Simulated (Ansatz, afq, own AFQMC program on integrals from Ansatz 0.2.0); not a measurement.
PH3, singlet → PH$_{3}$⁺, doublet, worked out

```xyz
4

P     0.3489   -0.3293   -0.3357
H     0.6337   -0.0339    1.0326
H    -1.0111   -0.6661   -0.0570
H     0.0285    1.0293   -0.6399
```

Both states at this geometry.

Basis def2-TZVP. Only valence electrons are correlated. AFQMC by an in-house program on the Cholesky factors that Ansatz 0.2.0 writes for its CCSD(T) run. The CISD trial takes its coefficients from CCSD amplitudes. Released means that phaseless walkers are propagated on without the constraint, phases kept. ± is one standard error of the sampling.

Total energies in eV. CBS is CCSD(T) at the limit of def2-TZVPP/QZVPP (extrapolated itself); the highest rung of each member is named.

```
       member  count  CCSD(T)/def2-TZVP  highest rung in def2-TZVP     which  CCSD(T)/CBS
PH₃⁺, doublet     +1         -9314.2451                 -9314.2740  CCSDT(Q)   -9315.2286
 PH₃, singlet     -1         -9324.7470                 -9324.7767  CCSDT(Q)   -9325.8771
```

Problem. Work out the best estimate of the vertical ionization energy: the CCSD(T)/CBS difference plus the step from CCSD(T) to the highest rung.

Solution. Sums with the counts: CCSD(T)/CBS 10.6485 eV, highest rung 10.5027 eV, CCSD(T)/def2-TZVP 10.5019 eV. The step is 10.5027 − 10.5019 = 0.0008 eV, so the best estimate is 10.6485 + (0.0008) = 10.6493 eV = 245.6 kcal/mol. The basis set is worth 0.147 eV of it. Zero-point, core-correlation and spin–orbit terms aren't in it. Past Ne the Hartree–Fock part of each CBS total tends to overshoot, since the cores don't follow the formula; that largely cancels in the difference.

Best estimates are given only where the step beyond CCSD(T) is under 0.3 eV and no member's determinant is very poor (T1 over 0.05, or 0.07 for open shells, ⟨S²⟩ too high by 0.3, two states mixed), so the hardest cases are missing from such tables.

CCSDT and higher add their correlation energy to the determinant of the CCSD(T) run, since their own runs factorise the integrals more tightly (a shift of under 2 meV). Each member of a difference takes its own highest rung, so a best estimate needn't equal the limit plus the step of one row.
